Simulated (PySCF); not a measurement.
Work out the structure from these simulated measurements.

Formula: CH5OSi; charge -1.

- XPS: Si2p3/2 100.0, C1s 287.3, O1s 532.1, Si1s 1839.9 eV [ΔSCF SCAN, pcX-2 on the ionised atom, pcseg-1 elsewhere, spin-free X2C, 2p3/2 from a spin–orbit splitting computed afterwards within the 2p shell]
- 1H NMR: chemical shifts (computed TMS as zero) by class: 5.84 (2 H), 3.54 (3 H) ppm [GIAO KT2/pcSseg-2]
- NMR, other nuclei: isotropic shieldings of nuclei other than C and H, by class: 312 (1 O), 342 (1 Si) ppm [GIAO KT2/pcSseg-2]
- Rotational structure: rotational constants A, B, C: 33.402, 5.748, 5.330 GHz [PBE0-D3(BJ)/def2-SVP]
- 13C NMR: chemical shifts (computed TMS as zero) by class: 70.1 (1 C) ppm [GIAO KT2/pcSseg-2]

Electronic properties: PySCF, gas phase, density fitting. Levels stand in brackets. Isolated species at its PBE0-D3(BJ)/def2-SVP geometry (one conformer only). The geometry's basis has no diffuse functions, a weakness for an anion. The HOMO energy is positive, so at this level the finite basis confines the outermost electrons. No diffuse functions stand in pcSseg-2, which bears on an anion's orbital energies. NMR values are class means; diastereotopic atoms form classes of their own.

Question: What is the compound? Reason from the data.

Answer: Numbering: `[CH3:1][O:2][SiH2-:3]`. The one carbon: methoxy carbon [C1] (70.1 ppm). Hydrogen classes from least to most shielded: 2 H on a silicon bonded to O and 2 H, Si3 (5.84 ppm), 3 H on a methoxy carbon, C1 (3.54 ppm, a mean of values up to 1.5 ppm apart in this geometry). The other shieldings belong to: 312 ppm, silyl ether oxygen [O2]; 342 ppm, silicon bonded to O and 2 H [Si3]. The core levels belong to: Si2p3/2 100.0 eV, silicon bonded to O and 2 H [Si3]; C1s 287.3 eV, methoxy carbon [C1]; O1s 532.1 eV, silyl ether oxygen [O2]; Si1s 1839.9 eV, silicon bonded to O and 2 H [Si3]. The optimised geometry has point group Cs and is an asymmetric top. Structure: `CO[SiH2-]`. The assignments are read from this structure; whether some other isomer fits the data as well wasn't checked.
